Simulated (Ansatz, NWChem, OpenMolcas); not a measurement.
## BCl2 (SMILES Cl[B]Cl): methods side by side

BCl2: 3 atoms, total charge 0, spin state doublet. As SMILES, `Cl[B]Cl`. Geometry: relaxed at PBE0-D4/def2-TZVP.

```xyz
3

Cl    0.3715   -1.5256    0.0300
B    -0.4639   -0.0503   -0.2569
Cl    0.0815    1.5111    0.2137
```

Each level gives the vertical ionisation energy (to the singlet cation) (eV). The values are calculated.

```tsv
level	kind	program	value (eV)
U-revPBE/def2-TZVP	GGA	NWChem	8.58
UPBE/def2-TZVP	GGA	NWChem	8.60
UM06-L/def2-TZVP	meta-GGA	NWChem	8.62
UB3LYP/def2-TZVP	global hybrid	OpenMolcas	8.79
UM06-2X/def2-TZVP	hybrid meta-GGA	OpenMolcas	8.89
U-wB97M-V/def2-TZVP	range-separated hybrid	Ansatz	8.61
U-wB97X/def2-TZVP	range-separated hybrid	Ansatz	8.84
UMP2/def2-TZVP	perturbation theory	NWChem	8.64
FCI/STO-3G	exact in the basis	Ansatz	6.77
```

The values span 6.77 to 8.89 eV. High-level rows in very small sets aren't better than simpler rows in larger ones.
